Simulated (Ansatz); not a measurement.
Geometry optimisation, RKS BLYP/6-31G* (Ansatz).

input.yaml

```yaml
crystal:
  periodic: [false, false, false]
  atoms:
    - { symbol: Al, position_ang: [-0.716, 1.0629, -1.1766] }
    - { symbol: S, position_ang: [0.2755, -0.9049, -1.3084] }
    - { symbol: Si, position_ang: [0.5781, -0.956, 0.7995] }
    - { symbol: H, position_ang: [-0.01489, -1.44647, -2.54403] }
    - { symbol: H, position_ang: [0.0882, 2.4477, -1.3135] }
    - { symbol: H, position_ang: [1.3159, -2.1838, 1.1607] }
    - { symbol: H, position_ang: [-0.652, -0.9179, 1.5236] }
    - { symbol: H, position_ang: [1.4702, 0.2108, 1.2122] }
basis:
  gaussian: { orbitals: "6-31G*" }
hamiltonian:
  xc: blyp
relax:
  f_tol: 0.02
  max_steps: 50
output:
  orbitals: {}
```

Launched with:

```bash
$ ansatz run input.yaml --threads 1 --pin off --max-ram 2048MiB --backend cpu --events-out ev --progress --plain --runs-dir out
```

Task: Where does it end, and by what steps?

Result: The run converged. The force dipped under the threshold on the way, but the program's further checks kept it going. After 19 steps the energy has fallen by 2.686 eV; H4 moved furthest, 1.44 Å.

```
step  energy less start (eV)  largest force component (eV/Å)  accepted
   0                  0.0000                           2.190       yes
   1                 -0.8733                           1.447       yes
   2                 -1.3586                           1.088       yes
   3                 -1.7368                           1.256       yes
   4                 -2.0433                           1.075       yes
   5                 -2.2636                           0.744       yes
   6                 -2.3862                           0.750       yes
   7                 -2.4788                           0.524       yes
   8                 -2.5353                           0.612       yes
   9                 -2.5907                           0.196       yes
  10                 -2.6251                           0.121       yes
  11                 -2.6492                           0.305       yes
  12                 -2.6669                           0.222       yes
  13                 -2.6728                           0.196       yes
  14                 -2.6796                           0.087       yes
  15                 -2.6816                           0.094       yes
  16                 -2.6849                           0.054       yes
  17                 -2.6857                           0.015       yes
  18                 -2.6861                           0.024       yes
  19                 -2.6861                           0.012       yes
```

```xyz
8
Properties=species:S:1:pos:R:3
Al -0.898 2.210 -0.958
S -0.165 -0.595 -1.092
Si 0.566 -1.301 0.859
H 0.996 -0.761 -1.790
H -0.251 2.128 -2.514
H 1.083 -2.696 0.725
H -0.634 -1.257 1.738
H 1.648 -0.415 1.384
```

Whether the end is a true minimum wasn't checked by a vibrational analysis.

Time of the run: 43 s on 1 thread of Arm Neoverse V2, with other jobs on the host, peak memory 0.14 GiB.
